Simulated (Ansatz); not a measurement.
System: trigonal Te. Method: PBEsol-D3(BJ) (PAW; Ansatz, an electronic-structure program).

Run with plane-wave cutoff 520 eV, 12×12×6 k mesh (along the axes of the cell as run), Fermi–Dirac smearing 0.01 eV, scalar-relativistic PAW data made under PBE.

The cell is scaled about its equilibrium volume:

Shape and atoms are relaxed at each volume.

```tsv
V (Å³/atom)	P (GPa)	c (Å)	a (Å)
28.982	2.00	5.953	4.107
29.586	0.92	5.952	4.150
30.190	0.00	5.951	4.192
30.793	-0.82	5.952	4.234
31.397	-1.52	5.952	4.275
```

Note: the gap of the solid is closed in this run; this level leaves the solid without a gap, although one is measured; the bulk modulus comes from volumes at which shape and atoms were relaxed.
